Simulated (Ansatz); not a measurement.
# CH₃BSi: single points off equilibrium

One table from this session's results is given with a row withheld; the runs are named, their logs left out.

The runs use Ansatz 0.2.0, Gaussian basis; single points in def2-TZVPP.

Correlated methods freeze the cores.

### Where the work starts

6 atoms, charge 0, spin multiplicity 1.

Atoms are counted from 1 here; the program's logs count them from 0.

Bond lengths: B1–Si2 1.887 Å, B1–H4 1.151 Å, B1–H5 1.172 Å, Si2–C3 1.666 Å, C3–H6 1.074 Å. Angles: Si2–B1–H4 120.4°, Si2–B1–H5 120.7°, H4–B1–H5 118.9°, B1–Si2–C3 177.7°, Si2–C3–H6 176.0°.

Geometry (Å):

```xyz
6
charge 0, multiplicity 1
B    -0.4690    1.3808   -0.2557
Si    0.1103   -0.3816    0.0884
C     0.6772   -1.9243    0.3582
H    -1.3790    1.8132    0.3011
H     0.0887    2.0528   -1.0369
H     0.9747   -2.9445    0.5135
```

The first run:

run/in.yaml

```yaml
crystal:
  periodic: [false, false, false]
  atoms:
    - {symbol: B, position_ang: [-0.469000, 1.380800, -0.255700]}
    - {symbol: Si, position_ang: [0.110300, -0.381600, 0.088400]}
    - {symbol: C, position_ang: [0.677200, -1.924300, 0.358200]}
    - {symbol: H, position_ang: [-1.379000, 1.813200, 0.301100]}
    - {symbol: H, position_ang: [0.088700, 2.052800, -1.036900]}
    - {symbol: H, position_ang: [0.974700, -2.944500, 0.513500]}
basis:
  gaussian: {orbitals: def2-TZVPP}
correlation: {method: ccsd_t}
output: {forces: true}
```

The command line of these runs was not kept.

Among the steps run: CCSD(T)/def2-TZVPP; PBE0-D4/def2-TZVPP; wB97M-V/def2-TZVPP; r2SCAN-D4/def2-TZVPP; PBE-D4/def2-TZVPP; BHLYP-D4/def2-TZVPP; B97M-V/def2-TZVPP.

One of the session's tables, all rows but one given; the rest of the session is left out.

```
   method  RMS force component (eV/Å)  angle to CCSD(T) forces (°)  dipole (D)
  CCSD(T)                       0.806                    reference        0.90
  PBE0-D4                           ?                            ?           ?
  wB97M-V                       1.183                         12.3        1.52
r2SCAN-D4                       0.939                          8.6        0.97
   PBE-D4                       0.824                         11.5        0.77
 BHLYP-D4                       1.242                         13.5        1.47
   B97M-V                       0.936                         10.4        0.84
```

Estimate the missing values for PBE0-D4.

**Answer.** RMS force component (eV/Å): 1.042; angle to CCSD(T) forces (°): 10.1; dipole (D): 1.14. In the column «RMS force component (eV/Å)» it lies between r2SCAN-D4 (0.939) and wB97M-V (1.183).
